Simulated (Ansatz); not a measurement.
A calculation with Ansatz (development build ahead of 0.2.0).

```yaml
crystal:
  periodic: [false, false, false]
  atoms:
    - { symbol: C, position_ang: [0.0, 0.0, 0.0] }
    - { symbol: H, position_ang: [0.0, 2.16, 0.0] }
    - { symbol: H, position_ang: [1.87, -1.08, 0.0] }
    - { symbol: H, position_ang: [-1.87, -1.08, 0.0] }
basis:
  gaussian: { orbitals: pcseg-2 }
magnetization:
  spin_polarized: true
  initial_magnetization: 1
hamiltonian:
  xc: pbe
```

The input is written out in the form of the current development build from the run's settings.

Results

```
Converged                       : yes
Total energy                    : -39.36320 hartree
Spin squared of the determinant : 1.265
Stability test                  : minimum
```

Caution: charge can spread falsely over distant fragments; the unrestricted determinant is spin contaminated.
